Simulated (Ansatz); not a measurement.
C2H4FNO, SMILES `NC1(F)CO1` at its PBE0-D4/def2-TZVP geometry, where that method's forces vanish. Charge 0, multiplicity 1.

```xyz
9

N    -0.9247    0.9900   -0.4475
C     0.1049    0.3722    0.2777
F     0.1643    0.9111    1.5195
C     0.6595   -0.9692    0.1275
O     1.3055    0.2342   -0.3629
H    -1.8301    0.8449   -0.0229
H    -0.9286    0.6875   -1.4104
H     0.2869   -1.6321   -0.6488
H     1.1624   -1.4386    0.9678
```

Q: What forces (eV/Å) does ωB97M-V/def2-TZVPP give on these atoms in Ansatz? (Estimate.)

A: Computed: 
```
N1  -0.196  0.081 -0.134
C2   0.008 -0.126 -0.022
F3   0.033  0.090  0.213
C4  -0.054 -0.336  0.063
O5   0.200  0.160 -0.118
H6   0.036 -0.002 -0.025
H7  -0.002  0.007  0.032
H8   0.031  0.070  0.070
H9  -0.055  0.056 -0.078
```
